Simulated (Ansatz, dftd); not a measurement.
Species: C2H5O, charge 0, doublet. C2H5O (SMILES C(O)[CH2], doublet).
B3LYP-D3(BJ)/def2-TZVP minimum from Ansatz (an electronic-structure program):
```
C
H 1 1.1010
H 1 1.1057 2 106.08
O 1 1.4249 2 111.01 3 -119.53
H 4 0.9624 1 108.67 2 66.28
C 1 1.4752 2 110.17 3 119.22
H 6 1.0801 1 119.73 2 144.26
H 6 1.0803 7 119.67 1 -172.83
```
Charge 0, spin multiplicity 2.

Wanted: atomisation energy (electronic, to ground-state atoms), in kcal/mol. UHF or UKS for unpaired electrons; spin-orbit terms are left out. Correlated methods leave the cores frozen. Rows without X2C or -DK are non-relativistic. CBS(X,Y): correlation extrapolated as X^-3, Hartree-Fock from the larger set. A bracket is a step between two methods taken in the basis named. Functionals run without relativity, which enters their misses. 'core' is core correlation in cc-pwCVTZ, 'X2C' scalar relativity in cc-pVTZ-DK, both at CCSD(T). Where a partner has so few electrons that a lower coupled-cluster level is exact, that level stands in.

Compared with CCSD(T)/CBS(cc-pVTZ,cc-pVQZ) + [CCSDT(Q) - CCSD(T)]/cc-pVDZ + core + X2C (Ansatz): 701.2 kcal/mol.

Task: Rank these levels by how close they come to it, closest first: B3LYP-D4/def2-TZVPD (Ansatz + dftd4); PBE0-D4/def2-TZVPD (Ansatz + dftd4); MP2/CBS(cc-pVTZ,cc-pVQZ) (Ansatz); CAM-B3LYP-D3(BJ)/def2-TZVPD (Ansatz + dftd3).

Result: B3LYP-D4/def2-TZVPD (700.6 kcal/mol, difference -0.6), PBE0-D4/def2-TZVPD (702.9 kcal/mol, difference 1.7), CAM-B3LYP-D3(BJ)/def2-TZVPD (704.0 kcal/mol, difference 2.8), MP2/CBS(cc-pVTZ,cc-pVQZ) (708.2 kcal/mol, difference 7.0)
